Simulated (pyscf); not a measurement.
PySCF, gas phase, ωB97X-D3(BJ)/def2-SVP geometries.

Q: For the elementary gas-phase step F–GeH₃ + H₂O → GeH₂ [singlet] + HF + H₂O (singlet surface; F–Ge, Ge–H, H–O broken, F–H, H–O formed), what barrier and reaction energy does ωB97X-D3(BJ)/def2-TZVP give, measured from the separated reactants?

A: ΔE‡ = 39.1 kcal/mol, ΔE = +56.9 kcal/mol. CCSD(T)/def2-TZVPP + ΔMP2(QZVPP) gives 40.8 kcal/mol and +52.7 kcal/mol. Zero-point energy shifts the barrier by +0.7 kcal/mol. It is a multi-bond step, with an imaginary mode of 766i cm⁻¹. On the reactant side the descent ends in a complex, 5.2 kcal/mol under the separated species and 44.3 kcal/mol under the saddle at ωB97X-D3(BJ)/def2-TZVP. On the product side the descent ends in an adduct with a F–Ge contact, 24.2 kcal/mol under the separated species and 6.4 kcal/mol under the saddle at ωB97X-D3(BJ)/def2-TZVP. At ωB97X-D3(BJ) the saddle lies under the separated products, which points to a path from their complex (located at ωB97X-D3(BJ) alone), and parting the products costs more than the saddle. What is counted as broken (F–Ge) persists as a longer contact in the product adduct; parting that adduct is a step of its own. The same reactants have a lower exit, to HO–GeH₃ + HF (barrier +19.7 kcal/mol at ωB97M-D3(BJ)/def2-TZVP, against +36.8 kcal/mol here). This is the saddle that the search found; another between the same sides may lie lower. The CCSD(T) − MP2 part came from Ansatz, without density fitting, on the same reference. The frozen core leaves the outer d or s,p core shells of the metals and heavy elements correlated in the MP2 and CC values, and def2-TZVPP describes them poorly, which can shift differences by a few kcal/mol. Elements up to Kr have no core potential and no relativistic terms here.
